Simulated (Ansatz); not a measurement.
Reaction (SMILES): FCF → [CH2]F (CH2-F) + F atom
B3LYP-D3(BJ)/def2-TZVP geometries, fixed; electronic energies without zero-point terms.
Largest species:
```
C
F 1 1.3618
F 1 1.3618 2 108.56
H 1 1.0913 2 108.69 3 -118.06
H 1 1.0913 4 113.42 3 -121.01
```
Charge 0, spin multiplicity 1.

Basis-set convergence of the bond dissociation energy at PBE with Ansatz (a program for electronic structure). All functions are spherical. Open shells are unrestricted. No added dispersion term, no relativity. Functions are those of the species that has most. Reference: the value in aug-pcseg-3, 125.75 kcal/mol, itself unsure by roughly 0.10 kcal/mol (its mean distance from aug-cc-pVQZ, cc-pV5Z, def2-QZVPPD). Deviations are taken from unrounded values.

```tsv
basis	functions	bond dissociation energy (kcal/mol)	minus reference (kcal/mol)
def2-SV(P)	46	129.15	3.39
def2-SVP	52	128.76	3.01
def2-SVPD	82	127.36	1.61
def2-TZVP	105	125.89	0.14
def2-TZVPP	121	125.88	0.13
def2-TZVPD	135	125.60	-0.15
def2-TZVPPD	151	125.61	-0.14
def2-QZVPP	231	125.68	-0.07
def2-QZVPPD	261	125.59	-0.17
```

The smallest set listed that lies within 1 kcal/mol of the reference with all its larger relatives (same family, alike in diffuse functions; a set with none counts only in the reference's own line) is def2-TZVP (105 functions, 0.14 kcal/mol off).
